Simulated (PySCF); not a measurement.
A geometry optimisation on `Cc1cc[pH]c1`.

Computed with CAM-B3LYP/def2-SV(P) geometry optimisation, gas phase (PySCF 2.14.0). Start geometry: GFN2-xTB. A driver script takes a list of jobs; this job's settings line and coordinates (Å) are shown.

Input:
```
{"job": {"xc": "CAM-B3LYP", "basis": "def2-SV(P)", "grid": 1, "kind": "geom"}, "charge": 0, "multiplicity": 1}
C     -1.912414     0.035395     0.095035
C     -0.429349     0.114085    -0.044885
C      0.372505    -1.077727    -0.209552
C      1.694254    -0.850059    -0.297023
P      2.047697     0.919056    -0.346142
C      0.308424     1.243362    -0.006522
H     -2.339715     1.020065     0.267550
H     -2.351183    -0.383544    -0.810480
H     -2.177488    -0.616382     0.927212
H     -0.081135    -2.056624    -0.232616
H      2.451163    -1.604712    -0.427098
H      2.504521     1.019697     0.969772
H     -0.091668     2.237874     0.097021
```

Output:
```
step   0  E = -535.68034261  max force = 0.012612
step   1  E = -535.68299752  max force = 0.003863
step   2  E = -535.68308126  max force = 0.001053
step   3  E = -535.68308949  max force = 0.001288
step   4  E = -535.68309687  max force = 0.000508
step   5  E = -535.68309941  max force = 0.000416
optimisation converged
```

Energies in Eh; «max force» is the largest Cartesian gradient component in Eh/bohr.

Q: Give the first gradient maximum in eV/Å.

A: With 1 Eh/bohr = 51.422 eV/Å, 0.649 eV/Å.

Main results: final energy -535.68310 Eh after 5 steps; dipole 1.09 D.

Time: 28 s; peak memory 0.51 GiB. Hardware: one thread, Arm Neoverse V1 (aarch64), on a shared host.
Labels such as C1 count atoms from 1, the log's own numbers from 0.
